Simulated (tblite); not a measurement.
F₂H₂P₂.
SMILES with atom numbers: `[F:1][P:2]([F:3])[PH2:4]` (hydrogens: H5, H6 on P4)

Computed with GFN2-xTB (tblite), gas phase: L-BFGS steps from a force-field or distance-geometry start until the largest atomic force falls under 0.01 eV/Å.

At the end of the run (lengths in Å): P2–P4 2.195, F1–P2 1.621, P2–F3 1.621, P4–H6 1.397, P4–H5 1.397, P2–P4–H5 89.8°, H5–P4–H6 92.3°, F1–P2–P4 97.5°, F1–P2–F3 94.3°, H5–P4–P2–F1 179°.

**Question.** These geometries were met on the way; a selection of coordinates is given. Order them by energy above the end point, lowest first.
A. P2–P4 2.215, F1–P2 1.620, P2–F3 1.627, P4–H6 1.416, P4–H5 1.365, P2–P4–H5 100.2°, H5–P4–H6 89.8°, F1–P2–P4 94.8°, F1–P2–F3 93.1°, H5–P4–P2–F1 -97°
B. P2–P4 2.322, F1–P2 1.613, P2–F3 1.604, P4–H6 1.475, P4–H5 1.362, P2–P4–H5 115.3°, H5–P4–H6 102.2°, F1–P2–P4 94.9°, F1–P2–F3 96.1°, H5–P4–P2–F1 -87°
C. P2–P4 2.225, F1–P2 1.618, P2–F3 1.637, P4–H6 1.381, P4–H5 1.409, P2–P4–H5 94.9°, H5–P4–H6 93.6°, F1–P2–P4 96.8°, F1–P2–F3 94.8°, H5–P4–P2–F1 -95°
D. P2–P4 2.175, F1–P2 1.731, P2–F3 1.723, P4–H6 1.422, P4–H5 1.444, P2–P4–H5 116.2°, H5–P4–H6 115.7°, F1–P2–P4 108.6°, F1–P2–F3 103.7°, H5–P4–P2–F1 -74°
E. P2–P4 2.287, F1–P2 1.623, P2–F3 1.643, P4–H6 1.384, P4–H5 1.427, P2–P4–H5 110.3°, H5–P4–H6 93.0°, F1–P2–P4 92.7°, F1–P2–F3 89.4°, H5–P4–P2–F1 -90°

**Answer.** C (0.131 eV), A (0.216 eV), E (0.383 eV), B (0.688 eV), D (1.897 eV).

| step | E above end (eV) | rms distance from the end, all atoms (Å) | largest force (eV/Å) | rms shift of all bonds from the end (Å) |
| --- | --- | --- | --- | --- |
| 14 | 0.131 | 0.750 | 0.430 | 0.018 |
| 10 | 0.216 | 0.749 | 0.714 | 0.019 |
| 5 | 0.383 | 0.773 | 0.808 | 0.045 |
| 2 | 0.688 | 0.801 | 1.876 | 0.069 |
| 0 | 1.897 | 0.864 | 2.439 | 0.072 |

Rows stand in the order of the answer.
